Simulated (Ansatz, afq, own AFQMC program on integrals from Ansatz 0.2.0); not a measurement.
AFQMC on a folder of integrals that Ansatz 0.2.0 wrote.

```yaml
crystal:
  periodic: [false, false, false]
  atoms:
    - {symbol: Se, position_ang: [0.000000, 0.000000, 0.000000]}
basis:
  gaussian: {orbitals: cc-pVTZ}
magnetization: {spin_polarized: true, initial_magnetization: 4}
correlation: {method: ccsd_t, electrons: outside_noble_gas, hamiltonian_folder: ham}
```

```sh
$ ansatz run in.yaml --threads 1 --pin off --events-out ev --progress --plain --max-ram 24576MiB --backend cuda --devices 0, --max-vram 18GiB
```

afq runs on the folder ham with

```
--method phaseless --trial hf --walkers 4000 --populations 20 --least-time 40 --time-step 0.005 --steps-per-block 20 --equilibration-blocks 112 --max-blocks 4000 --target-error 0.0007499999999999999 --factor-cut 1e-05 --start spin_pure --seed 8628 --taylor-order 6
```

Times are imaginary, in 1/Eh. The walk had a cap of 49 s. With eight or more populations the least sampling time is a fifth of least-time, and the error comes from their spread. Filled inner d shells are frozen with the cores.

```
orbitals 29  electrons 5 1  factors 204 of 286
reference energy -2399.50490540 Eh
CCSD correlation -0.11434731 Eh in 8 cycles, weight of the determinant in the CISD state 0.9340
energy of the start -2399.504906 Eh
 block  time / (1/Eh)  mean weight  energy / Eh
     1     0.100  1.0004  -2399.526364
     2     0.200  1.0008  -2399.542794
     3     0.300  1.0006  -2399.556023
     4     0.400  1.0007  -2399.566958
     5     0.500  1.0009  -2399.575283
    10     1.000  1.0001  -2399.599576
    29     2.900  1.0001  -2399.621130
    41     4.100  0.9999  -2399.625931
    49     4.900  1.0001  -2399.624549
    69     6.900  1.0001  -2399.622022
    89     8.900  1.0000  -2399.621369
   109    10.900  1.0001  -2399.624742
   129    12.900  0.9999  -2399.622670
   149    14.900  1.0001  -2399.624059
   169    16.900  0.9995  -2399.618425
   189    18.900  1.0000  -2399.623725
error from the spread of 20 populations
energy -2399.621956 +/- 0.000628 Eh
(rows thinned)
```

Question: Estimate how long the walk took on 1 × NVIDIA H100 80GB HBM3 with 2 threads of AMD EPYC 7R13 Processor (Zen 3), with other jobs on the host (the card was shared).

Answer: 11 s of wall time.

The run passed its tests (sampling time, drift between the halves within three errors, error under three times the target), which doesn't prove that it has relaxed. The second half of the sampling lies above the first by 2.2 errors of their difference, so the energy may still be moving and its error bar be too small.

Against this walk (error 17.1 meV) on the same determinant: CCSD(T) 57.0 meV lower, CCSDT(Q) 82.5 meV lower, CCSDTQ 83.0 meV lower, full CI 83.3 meV lower, a separate phaseless walk with a CISD trial and standard settings 73.9 ± 17.2 meV lower. The error is statistical and leaves out the bias of the constraint. Full CI is exact here, so the walk's 83 meV above it is the walk's own error: the bias of the constraint with this trial, or a walk that hasn't relaxed.

Cautions: constraint bias not in the error; no relativity below Rb; no spin-orbit coupling; inner d shell frozen; another spin lies lower (by 10.07 eV); in this basis the state lies above a state of the ion, a sign that the basis lacks the diffuse functions it needs, so its energy is an artefact of the basis; the search met a lower determinant of the same kind, perhaps of another symmetry (20 meV lower), and this one is a saddle point.

CCSDT and higher add their correlation energy to the determinant of the CCSD(T) run, since their own runs factorise the integrals more tightly (a shift of under 2 meV). A walk keeps the symmetry of its determinant, which the program's search chose and which needn't be the lowest solution, so a lower state of the same spin and another symmetry isn't excluded.
